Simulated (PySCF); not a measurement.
Cyclopropenethione, C3H2S.
Bonds: S1–C2 (double), C2–C3, C3–C4 (double), C2–C4. Hydrogens: H5 on C3; H6 on C4.

Level of theory: PBE0-D3(BJ)/def2-SVP geometry optimisation, gas phase (PySCF).

(1) Give the optimised bond lengths and angles.

Results:

(1) 
| bond | length (Å) |
| --- | --- |
| S1=C2 | 1.617 |
| C2–C3, C2–C4 | 1.425 |
| C3–C4 | 1.334 |
| C3–H5, C4–H6 | 1.090 |

Bonds in one row agree within 0.01 Å and their mean is given. A selection of angles:
| angle | degrees |
| --- | --- |
| S1–C2–C3 | 152.1 |
| C3–C2–C4 | 55.8 |
| C2–C3–C4 | 62.1 |
| C2–C3–H5 | 150.3 |
| C4–C3–H5 | 147.7 |

The 3 C–C bonds span 1.334 Å (C3–C4, drawn aromatic) to 1.425 Å (C2–C3, drawn aromatic), a spread of 0.091 Å. The 4 heavy atoms lie in one plane (0.000 Å rms). The 3-membered ring C2–C3–C4 has internal angles of 55.8° to 62.1°.

Point group: C2v (every atom within 0.08 Å of its image). Not checked by PBE0-D3(BJ)/def2-SVP frequencies.
